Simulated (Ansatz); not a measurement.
# Ga (Ga, alpha-Ga (Cmce)): the cost of one run

Computed with Ansatz 0.2.0 (DFT PBE, plane waves (420 eV) with PAW, scalar-relativistic, unless a step says otherwise).

### Step 1. The structure to begin with

It takes space group Cmce (No. 64, orthorhombic). The conventional cell has a = 4.523 Å, b = 7.661 Å, c = 4.524 Å, α = 90.00°, β = 90.00°, γ = 90.00°. Around Ga (site symmetry m) lie 7 Ga at 2.48 to 2.79 Å.

Structure file:

```xyz
4
Lattice="2.2615 -3.8305 0.0000 2.2615 3.8305 0.0000 0.0000 0.0000 4.5240" Properties=species:S:1:pos:R:3 pbc="T T T"
Ga    2.2615   -2.6438    0.3664
Ga    2.2615   -1.1867    2.6284
Ga    2.2615    2.6438    4.1576
Ga    2.2615    1.1867    1.8956
```

### Step 2. Geometry optimisation

input.yaml

```yaml
crystal:
  lattice:
    - [2.2615, -3.8305, 0.0]
    - [2.2615, 3.8305, 0.0]
    - [0.0, 0.0, 4.524]
  atoms:
    - { symbol: Ga, position: [0.8451, 0.1549, 0.081] }
    - { symbol: Ga, position: [0.6549, 0.3451, 0.581] }
    - { symbol: Ga, position: [0.1549, 0.8451, 0.919] }
    - { symbol: Ga, position: [0.3451, 0.6549, 0.419] }
hamiltonian:
  xc: pbe
  pseudopotentials:
    kind: paw
    azcp:
      Ga: "pseudopotentials/Ga.paw.azcp"
basis:
  ecutwfc: 420
  fft_grid_basis: typed
kpoints:
  mp_grid: { grid: [8, 8, 7], shift: [0, 0, 0] }
magnetization:
  spin_polarized: false
scf:
  occupations: { method: fermi_dirac, width: 0.1 }
relax:
  max_steps: 60
  f_tol: 0.01
  cell: {}
```

**Question.** How long does this run take on 1 thread of an x86-64 CPU, shared host, and how much memory does it need?

About 77 s, with a peak of 0.67 GiB.
